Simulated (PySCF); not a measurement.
# C2H3F: the cost of one run

Computed with PySCF 2.14.0; each step states its level. No surroundings beyond the atoms listed, unless a continuum is named. Atoms count from 0, parts from 1.

## 1. The system as given

6 atoms, charge 0, multiplicity 1; geometry: GFN2-xTB. Parts: 1 = atoms 0–1, `F`, charge 0; 2 = atoms 2–5, `C#C`, charge 0.

## 2. Optimising the geometry at PBE0-D3(BJ)/def2-TZVPD

What the job is given:

```
{"job": {"xc": "PBE0", "basis": "def2-TZVPD", "d3": "d3bj", "grid": 3, "kind": "geom", "shake": 0.01}, "charge": 0, "multiplicity": 1, "parts": [{"atoms": "0-1", "charge": 0, "multiplicity": 1}, {"atoms": "2-5", "charge": 0, "multiplicity": 1}]}
F      0.298840    -0.056034     0.102687
H     -0.546334     0.099921    -0.361128
C     -2.001771     0.154102    -1.800182
C     -2.443094     0.613602    -0.804127
H     -1.561915    -0.246627    -2.679285
H     -2.917696     1.019748     0.063431
```

Run with:

```sh
$ OMP_NUM_THREADS=1 python cluster_run.py task.json out
```

One launch serves the whole session: the jobs run in the order shown.

**Question.** How long does this first job take on 1 thread of Arm Neoverse N1, shared host, and how much memory does it need?

About 48 s, with a peak of 0.57 GiB.
